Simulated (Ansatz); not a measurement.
# BHO+ (doublet): from Hartree-Fock to the top rungs, def2-QZVPP

An exercise on one series of results from a longer session: the logs are not shown, and one member is left open.

Method: def2-QZVPP, core rule «outside noble gas», up to 2 orbitals frozen; program: Ansatz 0.2.0, Gaussian basis.

To be run: UHF; ROHF; CCSD(T) on UHF.

2 further runs of the same task are left out: 2 set aside as unsound or not needed.

## The system

The geometry is a PBE0/def2-TZVP stationary point (not a proven minimum) of the parent state, kept for this charge and spin.

3 atoms, charge 1, spin multiplicity 2.

Atoms are counted from 1 here; the program's logs count them from 0.

Bond lengths: B1–O2 1.342 Å, B1–H3 1.222 Å. Angles: O2–B1–H3 107.9°.

Geometry (Å):

```xyz
3
BHO
B     0.00000   -0.20380    0.73170
O     0.00000    0.08402   -0.57930
H     0.00000    0.85226    1.34743
```

The first run:

in.yaml

```yaml
crystal:
  periodic: [false, false, false]
  atoms:
    - {symbol: B, position_ang: [0.000000, -0.203796, 0.731699]}
    - {symbol: O, position_ang: [0.000000, 0.084016, -0.579305]}
    - {symbol: H, position_ang: [0.000000, 0.852259, 1.347434]}
basis:
  gaussian: {orbitals: "def2-QZVPP.json"}
total_charge: 1
magnetization: {spin_polarized: true, initial_magnetization: 1}
hamiltonian: {xc: hf}
output: {orbitals: {seedname: orbitals}}
```

Launch:

```
> ansatz run in.yaml --threads 1 --pin off --events-out ev --progress --plain --max-ram 2393MiB
```

Among the steps run: UHF; ROHF; CCSD(T) on UHF.

One of the session's tables, all rows but one given; the rest of the session is left out.

It belongs to the step «Misses and costs». 

```
  method  from UCCSD(T) (kcal/mol)
    ROHF                         ?
     UHF                   +195.47
    UMP2                    +20.61
   UCCSD                     +7.84
UCCSD(T)                         0
```

**Question.** Estimate the row for ROHF.

The run gave: from UCCSD(T) (kcal/mol): +199.36. In the column «from UCCSD(T) (kcal/mol)» it is the highest.
